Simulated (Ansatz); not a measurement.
HfO2 (P2₁/c, No. 14), treated with r²SCAN-D4 (PAW; Ansatz, a first-principles code).

Numerical settings: plane-wave cutoff 560 eV, 8×8×8 k mesh, Fermi–Dirac smearing 0.01 eV, scalar-relativistic PAW data made under PBE.

Energies at three volumes about the minimum:

```csv
V (Å³/atom),E − E_lowest (meV/atom)
11.238,2.59
11.467,0.00
11.697,2.75
```

### Question
Fit a parabola by hand: where is the minimum, and what is the bulk modulus?

### Answer
Slopes: (0.00 − 2.59)/(11.467 − 11.238) = -11.310 and (2.75 − 0.00)/(11.697 − 11.467) = 11.957 meV/Å³. Curvature E″ = 2 × (11.957 − (-11.310))/(11.697 − 11.238) = 101.381 meV/Å⁶. From the middle of the first interval, the slope vanishes at V0 = 11.3525 − (-11.310)/101.381 = 11.464 Å³/atom. B = V0 E″ = 11.464 × 101.381 meV/Å³ × 0.1602 GPa per meV/Å³ = 186 GPa. The full Birch–Murnaghan fit to all volumes gives V0 = 11.466 Å³/atom and B0 = 187 GPa.

Shape and atoms are relaxed at each volume.

Note: the relaxation could not lower the start's symmetry, so the cell can be a saddle point above a distorted one; the bulk modulus comes from volumes at which shape and atoms were relaxed.
